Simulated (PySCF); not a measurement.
Molfile (atoms numbered from 1):
```
H2N2
     RDKit          3D

  4  3  0  0  0  0  0  0  0  0999 V2000
   -0.2452   -0.5178    1.2242 H   0  0  0  0  0  0  0  0  0  0  0  0
    0.0958    0.2138    0.5695 N   0  0  0  0  0  0  0  0  0  0  0  0
   -0.0958   -0.2138   -0.5695 N   0  0  0  0  0  0  0  0  0  0  0  0
    0.2452    0.5178   -1.2242 H   0  0  0  0  0  0  0  0  0  0  0  0
  1  2  1  0
  2  3  2  0
  3  4  1  0
M  END
```

Geometry: PBE0-D3(BJ)/def2-SVP; GIAO absolute shieldings from PySCF 2.14.0 with density-fitted response routines, gas phase, non-relativistic, averaged over equivalent atoms.

At PBE0/pcSseg-1 (44 basis functions, 1.2 s wall time on 1 thread of an Arm Neoverse V1, shared host):
```
atoms  σ (ppm)
H1/H4    13.22
N2/N3   -423.3
```

Predict the values at PBE0/pcSseg-2 on the same geometry.

Results:


```tsv
atoms	σ at PBE0/pcSseg-2	change
H1/H4	13.84	+0.62
N2/N3	-412.9	+10.4
```

The largest change is at N2/N3 (azo nitrogen). Cost: 100 basis functions, 1.6 s wall time on 1 thread of an Arm Neoverse V1, shared host.
